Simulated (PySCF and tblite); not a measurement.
Results of a calculation; reference values are marked as such.
# C₄H₆O₂, numbered as in [O:1]=[C:2]([OH:3])[CH:4]1[CH2:5][CH2:6]1: conformational analysis

The ensemble was built from 90 distance-geometry starts (ETKDG, MMFF94s, GFN2-xTB) and rests on PBE0-D3(BJ)/def2-SVP geometries. Free energies are B3LYP-D3(BJ)/def2-TZVP (IEF-PCM, chloroform) single points with GFN2-xTB rigid-rotor and vibrational terms (modes under about 100 cm⁻¹ blended into free rotors). Symmetry numbers and mirror images are counted. Conformers within 3 kcal/mol (GFN2-xTB free energy) were kept, 6 at most. GIAO shieldings: WP04/pcSseg-1 (IEF-PCM, chloroform). Shifts are against TMS (¹H), TMS (¹³C) at the same level; of two unlike H on one atom, a is the less shielded. Codes: tblite and PySCF.

Torsions listed: O1–C2–O3–H3, O3–C2–C4–C5.

```json
{"conformer": "1", "shape": "0°, -148°", "symmetry": "Cs", "E(GFN2, own minimum) kcal/mol": "0.00", "E(DFT) kcal/mol": "0.00", "G(298.15 K) kcal/mol": "0.00", "weight %": "81.4", "dipole D": "2.03"}
{"conformer": "2", "shape": "0°, 33°", "symmetry": "Cs", "E(GFN2, own minimum) kcal/mol": "0.65", "E(DFT) kcal/mol": "0.74", "G(298.15 K) kcal/mol": "0.87", "weight %": "18.6", "dipole D": "2.67"}
```

Weights (%) against temperature:

```tsv
T (K)	1	2	S(mix) cal/mol/K
150	94.4	5.6	0.43
200	89.5	10.5	0.67
250	85.0	15.0	0.84
298.15	81.4	18.6	0.95
400	75.5	24.5	1.11
```

Averaged shifts at 298.15 K. ¹H: 1.61 (H4, 1H), 1.11 (H5a/H6a, 2H), 1.10 (H5b/H6b, 2H) ppm. ¹³C: 183.7 (C2), 16.7 (C4), 14.8 (C5/C6) ppm.

Coordinates of conformer 1 (Å):

```xyz
12

O     1.398   -0.437   -1.296
C     1.228   -0.278   -0.112
O     2.220   -0.390    0.780
C    -0.067    0.058    0.523
C    -1.309   -0.494   -0.134
C    -0.998    0.950   -0.264
H     3.017   -0.610    0.272
H    -0.046    0.152    1.611
H    -1.145   -1.127   -1.010
H    -2.121   -0.805    0.528
H    -1.586    1.675    0.304
H    -0.621    1.298   -1.229
```

Coordinates of conformer 2 (Å):

```xyz
12

O     2.114   -1.254   -0.480
C     1.309   -0.487   -0.018
O     1.646    0.443    0.894
C    -0.128   -0.456   -0.373
C    -0.881    0.853   -0.390
C    -1.163   -0.136    0.681
H     2.596    0.333    1.052
H    -0.378   -1.204   -1.127
H    -0.318    1.750   -0.123
H    -1.612    0.988   -1.191
H    -2.092   -0.708    0.644
H    -0.792    0.078    1.686
```

H on N, O and S are left out: they exchange, and hydrogen bonds move them by several ppm. Shifts are unscaled: against experiment ¹³C can be off by 15 ppm or more and ¹H by 0.8 ppm.

Search and properties took 45 s on 1 thread of Arm Neoverse V1, shared host (rough), launched as `OMP_NUM_THREADS=1 python ens_run.py task.json out`.
